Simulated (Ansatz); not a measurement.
Results of LDA (PAW; Ansatz, a first-principles code) for rock-salt TiN.

Numerical settings: plane-wave cutoff 520 eV, 22×22×22 k mesh, Fermi–Dirac smearing 0.05 eV, no spin polarisation, scalar-relativistic PAW data made under PBE.

Computed at the level's own relaxed cell.

Task: Estimate the equilibrium volume per atom, bulk modulus B0, lattice parameter a and pressure derivative B′ of the bulk modulus that the calculation returns.

Result: 
equilibrium volume per atom: 9.08 Å³/atom
bulk modulus B0: 320 GPa
lattice parameter a: 4.172 Å
pressure derivative B′ of the bulk modulus: 4.2

The run finds no gap.

Measured, for comparison: equilibrium volume per atom 9.52 Å³/atom, lattice constant a 4.239 Å (temperature not stated, no zero-point or thermal correction; as tabulated in Zhang et al. (2018), doi:10.1088/1367-2630/aac7f0); bulk modulus 288 GPa (temperature not stated, no zero-point or thermal correction; as tabulated in Krasnenko and Brik (2013), arXiv:1306.3139). Computed (rounded) less measured: equilibrium volume per atom -4.6 %, bulk modulus +11 %, lattice constant a -1.6 %. A static lattice is as a rule a little smaller and stiffer than an uncorrected measurement, which narrows the difference in the lattice constant a and would widen misses of the other sign.

Computed values are for the static lattice.
